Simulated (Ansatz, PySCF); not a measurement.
Gas-phase reaction in SMILES: F[B] + 2 [H][H] (H2) → B (BH3) + F (HF)

Property: energy of full hydrogenation (enthalpy at 298 K), in kcal/mol. Conventions: LANL2DZ all-electron up to Ne; 6-311+G** with 5d; frozen cores in correlated levels; spin-orbit terms left out; non-relativistic; six Cartesian d functions in 6-31G* and its kin unless marked 5d; no dispersion term unless named. CBS marks a two-point X^-3 extrapolation of the correlation energy; Hartree-Fock from the larger set (for Q and 5 zeta extrapolated as (X+1)exp(-9√X)). First-principles rows: single points at B3LYP-D3(BJ) geometries (Ansatz, a program for electronic structure), with unscaled harmonic terms from B3LYP/6-31G* (Ansatz) at its own minima.

Coupled cluster (Ansatz) is a level with limits of its own, used here on species with T1 under 0.025 (0.045 for open shells) and stable references: CCSD(T)/CBS(cc-pVQZ,cc-pV5Z).

Value to compare with, CCSD(T)/CBS(cc-pVQZ,cc-pV5Z) (Ansatz): -15.2 kcal/mol.

```json
[
 {"level": "HF/3-21G", "program": "Ansatz", "energy of full hydrogenation (enthalpy at 298 K) (kcal/mol)": "-6.4", "difference": "8.8"},
 {"level": "HF/LANL2DZ", "program": "Ansatz", "energy of full hydrogenation (enthalpy at 298 K) (kcal/mol)": "-34.1", "difference": "-18.9"},
 {"level": "SVWN5/6-31G*", "program": "Ansatz", "energy of full hydrogenation (enthalpy at 298 K) (kcal/mol)": "-13.7", "difference": "1.5"},
 {"level": "PBE/6-311+G**", "program": "Ansatz", "energy of full hydrogenation (enthalpy at 298 K) (kcal/mol)": "-21.6", "difference": "-6.4"},
 {"level": "B3LYP/6-31G*", "program": "Ansatz", "energy of full hydrogenation (enthalpy at 298 K) (kcal/mol)": "-9.3", "difference": "5.9"},
 {"level": "B3LYP/6-31+G*", "program": "Ansatz", "energy of full hydrogenation (enthalpy at 298 K) (kcal/mol)": "-16.9", "difference": "-1.7"},
 {"level": "PBE0/def2-TZVPD", "program": "Ansatz", "energy of full hydrogenation (enthalpy at 298 K) (kcal/mol)": "-21.5", "difference": "-6.3"},
 {"level": "M06-2X/def2-TZVPD", "program": "PySCF", "energy of full hydrogenation (enthalpy at 298 K) (kcal/mol)": "-16.1", "difference": "-0.9"}
]
```

Among the 6 habitual levels, HF/LANL2DZ lies farthest from CCSD(T)/CBS(cc-pVQZ,cc-pV5Z) (Ansatz) (-18.9 kcal/mol); 3 of 6 lie above it, and their mean absolute difference is 7.2 kcal/mol, the median 6.2. One case shows no general order.

The levels are drawn from those run, B3LYP/6-31G* more often than the rest, none by its result; left out are runs that failed, that the program found above a lower state of the same kind, or whose <S^2> lies over 0.5 above the pure value.
